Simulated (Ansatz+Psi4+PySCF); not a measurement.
Values are calculated unless marked as measured or tabulated.
Input for Psi4 1.11:

```
molecule {
0 1
B 0.000000 0.000000 0.002770
Cl 0.000000 0.000000 1.717230
}

basis {
assign B cc-pVTZ
assign Cl cc-pV(T+d)Z
}
set reference rhf
set scf_type pk
energy('scf')
```

The input is written out from the run's settings.

Output:

```json
{"Converged": "yes", "Total energy": "-484.15678 hartree", "Spin squared of the determinant": "0.000", "Occupied orbitals by symmetry in an Abelian subgroup (alpha; beta)": "7 A1 2 B1 2 B2; 7 A1 2 B1 2 B2"}
```

Caution: unrestricted orbitals would lower the determinant.
